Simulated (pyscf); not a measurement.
HO–CH₂–OH → O=CH–OH + H₂, an elimination (singlet surface; H–O, C–H broken, H–H formed). Optimised with ωB97X-D3(BJ)/def2-SVP in PySCF. Energies in kcal/mol from the reactant's lowest minimum found.

Small-basis levels: PySCF, no dispersion term, spherical d functions. 

Task: Quick HF/3-21G single points give ΔE‡ = 113.1 kcal/mol and ΔE = +14.8 kcal/mol. What does ωB97M-D3(BJ)/def2-TZVP give, and how far is the quick result from it?

Result: ωB97M-D3(BJ)/def2-TZVP gives ΔE‡ = 80.4 kcal/mol and ΔE = +8.9 kcal/mol. HF/3-21G lies 32.7 kcal/mol over it in the barrier and 5.9 kcal/mol over it in the reaction energy, so on this step it does not hold to within 3.0 kcal/mol. ωB97M-D3(BJ)/def2-TZVP has limits of its own. On the reactant side the descent ends in a point that may be a rotor saddle (no frequency run), 2.9 kcal/mol over the lowest minimum found and 79.1 kcal/mol under the saddle at ωB97X-D3(BJ)/def2-TZVP. The same reactants have a lower exit, to H₂C=O + H₂O (barrier +48.5 kcal/mol at ωB97M-D3(BJ)/def2-TZVP, against +80.4 kcal/mol here). One saddle was located; it need not be the lowest between these sides.
